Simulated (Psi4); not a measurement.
Psi4 input (wB97X-D/6-31G*):

```
memory 1500 MB

molecule {
0 1
C    -0.04018470    1.15654088    0.00773656
S    -0.05235919   -0.66642908   -0.00484680
H     1.27920297   -0.84038919    0.00081397
H    -1.08380254    1.46636619    0.00449144
H     0.43713012    1.54268855    0.90584820
H     0.44632472    1.55495443   -0.88002423
symmetry c1
no_reorient
no_com
}

set {
  basis 6-31G*
  reference rks
  scf_type pk
  dft_radial_points 99
  dft_spherical_points 590
  e_convergence 1e-8
  d_convergence 1e-7
  maxiter 150
}

e = energy('wb97x-d')
print_out(f'\nFINAL {e:.10f} DIPOLE {variable("CURRENT DIPOLE")[0]:.6f} {variable("CURRENT DIPOLE")[1]:.6f} {variable("CURRENT DIPOLE")[2]:.6f}\n')
```

Output:

```
   => Loading Basis Set <=

    Name: 6-31G*
    Role: ORBITAL
    Keyword: BASIS
    atoms 1   entry C          line   111 file 6-31gs.gbs
    atoms 2   entry S          line   316 file 6-31gs.gbs
    atoms 3-6 entry H          line    44 file 6-31gs.gbs

   => WB97X-D: Empirical Dispersion <=

    Chai and Head-Gordon Dispersion Correction
    Chai, J.-D.; Head-Gordon, M. (2010), J. Chem. Phys., 132: 6615-6620

        s6 =       1.000000

         ---------------------------------------------------------
                                   SCF
               by Justin Turney, Rob Parrish, Andy Simmonett
                          and Daniel G. A. Smith
                              RKS Reference
         ---------------------------------------------------------

  ==> Geometry <==

    Molecular point group: c1
    Full point group: C1

    Geometry (in Angstrom), charge = 0, multiplicity = 1:

       Center              X                  Y                   Z               Mass
    ------------   -----------------  -----------------  -----------------  -----------------
         C           -0.040184700000     1.156540880000     0.007736560000    12.000000000000
         S           -0.052359190000    -0.666429080000    -0.004846800000    31.972071174400
         H            1.279202970000    -0.840389190000     0.000813970000     1.007825032230
         H           -1.083802540000     1.466366190000     0.004491440000     1.007825032230
         H            0.437130120000     1.542688550000     0.905848200000     1.007825032230
         H            0.446324720000     1.554954430000    -0.880024230000     1.007825032230

  Running in c1 symmetry.

  Rotational constants: A =      3.42321  B =      0.42581  C =      0.40818 [cm^-1]
  Rotational constants: A = 102625.10549  B =  12765.33411  C =  12236.79826 [MHz]
  Nuclear repulsion =   56.216214864818838

  Charge       = 0
  Multiplicity = 1
  Electrons    = 26
  Nalpha       = 13
  Nbeta        = 13

  ==> Algorithm <==

  SCF Algorithm Type is PK.
  DIIS enabled.
  MOM disabled.
  Fractional occupation disabled.
  Guess Type is SAD.
  Energy threshold   = 1.00e-08
  Density threshold  = 1.00e-07
  Integral threshold = 1.00e-12

  ==> Primary Basis <==

  Basis Set: 6-31G*
    Blend: 6-31G*
    Number of shells: 22
    Number of basis functions: 42
    Number of Cartesian functions: 42
    Spherical Harmonics?: false
    Max angular momentum: 2

  ==> DFT Potential <==

   => LibXC <=

    Version 7.1.2
    S. Lehtola, C. Steigemann, M. J. T. Oliveira, and M. A. L. Marques,  SoftwareX 7, 1–5 (2018) (10.1016/j.softx.2017.11.002)

   => Composite Functional: WB97X-D <=

    wB97X-D Hyb-GGA Exchange-Correlation Functional

    J.-D. Chai and M. Head-Gordon,  Phys. Chem. Chem. Phys. 10, 6615–6620 (2008) (10.1039/B810189B)

    Deriv               =              1
    GGA                 =           TRUE
    Meta                =          FALSE

    Exchange Hybrid     =           TRUE
    MP2 Hybrid          =          FALSE

   => Exchange-Correlation Functionals <=

    1.0000   wB97X-D range-separated functional

   => Exact (HF) Exchange <=

    0.7780            HF,LR [omega = 0.2000]
    0.2220               HF

   => LibXC Density Thresholds  <==

    XC_HYB_GGA_XC_WB97X_D:  1.00E-14

   => Molecular Quadrature <=

    Radial Scheme          =       TREUTLER
    Pruning Scheme         =           NONE
    Nuclear Scheme         =       TREUTLER

    Blocking Scheme        =         OCTREE
    BS radius alpha        =              1
    Pruning alpha          =              1
    Radial Points          =             99
    Spherical Points       =            590
    Total Points           =         332527
    Total Blocks           =           2448
    Max Points             =            256
    Max Functions          =             42
    Weights Tolerance      =       1.00E-15

  ==> Integral Setup <==

  Using in-core PK algorithm.
   Calculation information:
      Number of atoms:                   6
      Number of AO shells:              22
      Number of primitives:             58
      Number of atomic orbitals:        42
      Number of basis functions:        42

      Integral cutoff                 1.00e-12
      Number of threads:                 1

  Performing in-core PK
  Using 1224468 doubles for integral storage.
  We computed 31854 shell quartets total.
  Whereas there are 32131 unique shell quartets.

  Computing range-separated integrals for PK
  We computed 31854 wK shell quartets total.
  Whereas there are 32131 wK unique shell quartets.

  ==> DiskJK: Disk-Based J/K Matrices <==

    J tasked:                  Yes
    K tasked:                  Yes
    wK tasked:                 Yes
    Omega:               2.000E-01
    Schwarz Cutoff:          1E-12


  Cached 100.0% of DFT collocation blocks in 0.365 [GiB].

  Minimum eigenvalue in the overlap matrix is 1.4639184708E-02.
  Reciprocal condition number of the overlap matrix is 2.4989163326E-03.
    Using symmetric orthogonalization.

  ==> Pre-Iterations <==

  SCF Guess: Superposition of Atomic Densities via on-the-fly atomic UHF (no occupation information).

   -------------------------
    Irrep   Nso     Nmo
   -------------------------
     A         42      42
   -------------------------
    Total      42      42
   -------------------------

  ==> Iterations <==

                        Total Energy        Delta E     RMS |[F,P]|

   @RKS iter SAD:  -438.23701454053855   -4.38237e+02   0.00000e+00
   @RKS iter   1:  -438.59840986902253   -3.61395e-01   8.01559e-03 DIIS/ADIIS
   @RKS iter   2:  -438.63760751482209   -3.91976e-02   5.45115e-03 DIIS/ADIIS
   @RKS iter   3:  -438.66354664930907   -2.59391e-02   7.13460e-04 DIIS/ADIIS
   @RKS iter   4:  -438.66404680653659   -5.00157e-04   1.86227e-04 DIIS/ADIIS
   @RKS iter   5:  -438.66409093800479   -4.41315e-05   4.33209e-05 DIIS
   @RKS iter   6:  -438.66409309793238   -2.15993e-06   5.74315e-06 DIIS
   @RKS iter   7:  -438.66409314522639   -4.72940e-08   6.29647e-07 DIIS
   @RKS iter   8:  -438.66409314609285   -8.66464e-10   1.29737e-07 DIIS
   @RKS iter   9:  -438.66409314612690   -3.40492e-11   2.84177e-08 DIIS
  Energy and wave function converged.

  ==> Post-Iterations <==

   Electrons on quadrature grid:
      Ntotal   =   25.9999993088 ; deviation = -6.912e-07

    Orbital Energies [Eh]
    ---------------------

    Doubly Occupied:

       1A    -89.034978     2A    -10.325926     3A     -8.056926
       4A     -6.007202     5A     -6.003414     6A     -5.996227
       7A     -0.880039     8A     -0.742529     9A     -0.537414
      10A     -0.517596    11A     -0.475299    12A     -0.412469
      13A     -0.316022

    Virtual:

      14A      0.107604    15A      0.153711    16A      0.210460
      17A      0.229765    18A      0.234970    19A      0.433626
      20A      0.448474    21A      0.461709    22A      0.471200
      23A      0.593020    24A      0.610782    25A      0.673325
      26A      0.819295    27A      0.859635    28A      0.920098
      29A      0.951000    30A      0.975958    31A      0.983527
      32A      0.997623    33A      1.091225    34A      1.242774
      35A      1.310627    36A      1.774815    37A      1.789281
      38A      2.229323    39A      2.317553    40A      2.324017
      41A      3.994993    42A      4.275836

    Final Occupation by Irrep:
              A
    DOCC [    13 ]
    NA   [    13 ]
    NB   [    13 ]

  @RKS Final Energy:  -438.66409314612690

   => Energetics <=

    Nuclear Repulsion Energy =             56.2162148648188378
    One-Electron Energy =                -715.1625668190940814
    Two-Electron Energy =                 243.6356026115739439
    DFT Exchange-Correlation Energy =     -23.3525145302335027
    Empirical Dispersion Energy =          -0.0008292731921233
    VV10 Nonlocal Energy =                  0.0000000000000000
    Total Energy =                       -438.6640931461268451

Computation Completed

Properties will be evaluated at   0.000000,   0.000000,   0.000000 [a0]

Properties computed using the SCF density matrix

 Multipole Moments:

 ------------------------------------------------------------------------------------
     Multipole            Electronic (a.u.)      Nuclear  (a.u.)        Total (a.u.)
 ------------------------------------------------------------------------------------

 L = 1.  Multiply by 2.5417464519 to convert [e a0] to [Debye]
 Dipole X            :          0.3764163            0.0000001            0.3764163
 Dipole Y            :          0.5968416           -0.0000000            0.5968416
 Dipole Z            :          0.0060374           -0.0000001            0.0060373
 Magnitude           :                                                    0.7056526

 ------------------------------------------------------------------------------------

FINAL -438.6640931461 DIPOLE 0.376416 0.596842 0.006037

*** Psi4 exiting successfully. Buy a developer a beer!
```
